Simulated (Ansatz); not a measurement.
Reading a saddle point

A first-order saddle point of CH7BO, singlet, PBE0-D4/def2-TZVP, with one imaginary mode of 1334i cm⁻¹:

```
10
angstrom
B -0.7387 0.7982 -0.5359
O 0.5836 -0.0261 -0.5304
C 0.6178 -1.0975 0.3940
H -0.9602 1.2764 -1.6074
H -1.6199 0.3088 0.1107
H 0.4739 1.0923 0.0513
H -0.2469 1.7945 0.2214
H 1.6178 -1.5328 0.3743
H 0.3912 -0.7601 1.4120
H -0.1187 -1.8536 0.1099
```

Ansatz 0.2.0; basis: def2-TZVPP and def2-QZVPP; cores frozen in the correlated methods. Extrapolation: Hartree–Fock as exp(−7.88 √X), correlation as X^−2.97.

(1) Which contacts change along the imaginary mode, and what lies on either side? (Judge from chemistry; the calculation decides.)

(2) Which side is lower, and how far does the saddle lie above each? (Judge from chemistry; the value comes from the calculation.)

The T1 diagnostic stays at or below 0.015.

## Answers

(1) Computed: The step is CH₅BO ([BH2][O][CH3]) + H₂ → CH₄O ([CH3][OH]) + BH₃ (still joined by a long B–O bond), with the molecules in contact on both sides. Shortening one way: B1–H7, O2–H6; lengthening the same way: B1–O2, H6–H7.
| pair | one side (Å) | saddle (Å) | other side (Å) |
| --- | --- | --- | --- |
| B1–H7 | 4.39 | 1.34 | 1.21 |
| O2–H6 | 2.62 | 1.27 | 0.96 |
| B1–O2 | 1.34 | 1.56 | 1.64 |
| H6–H7 | 0.75 | 1.02 | 2.52 |

(2) The calculation gives: The side with B1–O2, H6–H7 short is lower by 0.593 eV; the saddle lies 1.734 eV above it and 1.141 eV above the other (CCSD(T) at an estimated basis limit (MP2 extrapolated from triple and quadruple zeta, plus CCSD(T) − MP2 in triple zeta); electronic energies).

Labels in which every atom is bracketed show which atoms are joined, not bond orders.

For scale, one of the runs: CCSD(T)/def2-TZVPP, 191 basis functions, launched by `ansatz run in.yaml --threads 2 --pin off --events-out ev --progress --plain --max-ram 4352MiB`. Time: 19 s of wall clock on 2 CPU threads of an AMD EPYC 9R45; the host was shared. Peak host memory: 2.2 GiB.
